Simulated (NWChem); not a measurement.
## Correlation energy of Na₂

SMILES: [Na][Na]
```xyz
2

Na     0.0000     0.0000     1.5547
Na     0.0000     0.0000    -1.5547
```
Charge 0, spin multiplicity 1.

Everything below was run with NWChem. All single points use one geometry, from PBE/def2-SVP, a minimum by its harmonic frequencies.

Basis set: 3-21G. Each correlation energy counts from its own Hartree-Fock reference.

The correlated methods keep 2 core orbitals frozen. The structure started from a generated list of species. Coupled-cluster values serve here as a point of comparison, not as the truth.

### Question
Order these methods by the correlation energy they give, lowest first: MP2, SCS-MP2, CCSD.

### Answer
CCSD (-25.4 mHa), SCS-MP2 (-18.9 mHa), MP2 (-16.4 mHa)
